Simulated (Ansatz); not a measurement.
A CCSD(T) single point on `C[CH]CC` radical.

```yaml
crystal:
  periodic: [false, false, false]
  atoms:
    - {symbol: C, position_ang: [-0.716515, 1.854834, 0.150188]}
    - {symbol: C, position_ang: [-0.258472, 0.495004, 0.515447]}
    - {symbol: C, position_ang: [0.152200, -0.479042, -0.524370]}
    - {symbol: C, position_ang: [0.793981, -1.738570, 0.034568]}
    - {symbol: H, position_ang: [-0.795465, 2.509562, 1.020147]}
    - {symbol: H, position_ang: [-1.707279, 1.838974, -0.331799]}
    - {symbol: H, position_ang: [-0.038046, 2.326352, -0.570425]}
    - {symbol: H, position_ang: [-0.422302, 0.134436, 1.526358]}
    - {symbol: H, position_ang: [-0.721837, -0.760037, -1.137950]}
    - {symbol: H, position_ang: [0.837866, 0.009596, -1.231070]}
    - {symbol: H, position_ang: [1.069404, -2.434134, -0.761036]}
    - {symbol: H, position_ang: [1.697466, -1.498304, 0.600370]}
    - {symbol: H, position_ang: [0.108990, -2.258680, 0.709582]}
basis:
  gaussian: {orbitals: def2-SVP}
magnetization: {spin_polarized: true, initial_magnetization: 1}
correlation: {method: ccsd_t}
scf: {omitted_lower_state_checks: [cluster_reference]}
```

```sh
$ ansatz run in.yaml --threads 4 --pin off --events-out ev --progress --plain --max-ram 10444MiB
```

Output of Ansatz, abridged:

```
Functional definition: HF
1053 factors; integrals over basis functions are off by at most 1.3e-3 eV
mean field evaluation 1: about -4257.2436 eV, gradient 2.1e1 eV
mean field evaluation 2: about -4257.2485 eV, gradient 2.1e1 eV
mean field evaluation 4: about -4260.1800 eV, gradient 2.5e0 eV
mean field evaluation 8: about -4260.2430 eV, gradient 1.4e-3 eV
mean field -4260.24300991 eV, -156.5610429179 hartree, gradient 3.1e-6 eV, S^2 0.763496; 0 other end points of the search recorded, 0 dependent functions left out
4 core orbitals not correlated: weight in the atoms' cores, before any rotation towards them, 1.000 or more for the frozen orbitals, at most 0.000 for the correlated occupied ones
reference -4260.24300991 eV, -156.5610429179 hartree; 13, 12 occupied and 84, 85 virtual orbitals, 1053 factors
second order -15.04019091 eV of doubles, -0.00000000 eV of singles
cycle   1  -16.21714092 eV  change    -1.2e0 eV  update   7.6e-2
cycle   2  -16.65854102 eV  change   -4.4e-1 eV  update   2.4e-2
cycle   3  -16.71463377 eV  change   -5.6e-2 eV  update   8.7e-3
cycle   4  -16.71573577 eV  change   -1.1e-3 eV  update   3.2e-3
cycle   5  -16.71578837 eV  change   -5.3e-5 eV  update   1.2e-3
cycle   6  -16.71574265 eV  change    4.6e-5 eV  update   4.1e-4
cycle   7  -16.71573610 eV  change    6.5e-6 eV  update   1.3e-4
cycle   8  -16.71573965 eV  change   -3.5e-6 eV  update   5.1e-5
cycle   9  -16.71572866 eV  change    1.1e-5 eV  update   1.9e-5
perturbative correction -0.46161075 eV, -0.0169638821 hartree
Total energy: -4277.42034933 eV, -157.1922984980 hartree
Checks for a lower state left out: cluster_reference
```

Run time 15 s (4 threads of an Arm Neoverse V1 on a shared host); peak host memory 0.96 GiB.

The correlation energy is -17.177 eV, 2.7 % of it from (T); the T1 diagnostic reads 0.0087.
